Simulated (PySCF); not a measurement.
Gas-phase reaction: 2 AlHCl2 + 2 AlF2 + 3 F2 ⇌ 2 HF + 4 AlClF2

Method: PySCF energies plus ideal-gas RRHO corrections (1 bar). † marks an energy on the PBE0/def2-TZVP geometry and frequencies; other levels use their own. 6-31G* has spherical d functions here. Open shells (unrestricted): AlF2 (multiplicity 2); the rest are closed-shell singlets. B3LYP is the form with VWN-RPA correlation. AlHCl2: computed as isolated molecules; such fragments, hydroxides, amides, oligomers or adducts are transient or little studied in the gas. The harmonic model lacks anharmonicity and excited electronic states, which grow with temperature; levels with a mode under 35 cm⁻¹ are left out.

```json
[
 {"level": "B3LYP/6-31G*", "ΔE electronic, kJ": "-2359", "ΔH°(298 K), kJ": "-2334", "ΔS°(298 K), J/K": "-173", "ΔG°(600 K), kJ": "-2232"},
 {"level": "BLYP/def2-TZVP†", "ΔE electronic, kJ": "-2392", "ΔH°(298 K), kJ": "-2365", "ΔS°(298 K), J/K": "-171", "ΔG°(600 K), kJ": "-2264"},
 {"level": "M06-2X/def2-TZVP†", "ΔE electronic, kJ": "-2586", "ΔH°(298 K), kJ": "-2559", "ΔS°(298 K), J/K": "-171", "ΔG°(600 K), kJ": "-2458"},
 {"level": "PBE/def2-TZVP†", "ΔE electronic, kJ": "-2382", "ΔH°(298 K), kJ": "-2355", "ΔS°(298 K), J/K": "-171", "ΔG°(600 K), kJ": "-2254"},
 {"level": "LDA/def2-TZVP†", "ΔE electronic, kJ": "-2484", "ΔH°(298 K), kJ": "-2457", "ΔS°(298 K), J/K": "-171", "ΔG°(600 K), kJ": "-2356"},
 {"level": "ωB97X-V/def2-TZVP†", "ΔE electronic, kJ": "-2518", "ΔH°(298 K), kJ": "-2491", "ΔS°(298 K), J/K": "-171", "ΔG°(600 K), kJ": "-2390"}
]
```
ΔH° is lowest at M06-2X/def2-TZVP† and highest at B3LYP/6-31G*. No reference value is set beside these.
